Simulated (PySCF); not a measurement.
C2H2, SMILES C#C. Geometry: PBE0-D3(BJ)/def2-TZVPD.

TDDFT-B3LYP/def2-TZVPD run with PySCF puts the lowest singlet excitations at 6.74, 6.91, 6.91, 7.73, 7.73, 8.02 eV.

Task: What are the lowest excitation roots from ADC(2)/aug-cc-pVDZ (PySCF)? (Estimate from the structure and the level; the computed values follow.)

Result: 7.39, 7.69, 8.24, 8.24, 8.62, 8.62 eV. S1 differs by 0.65 eV (second minus first; roots are paired by order, and the bases may differ).
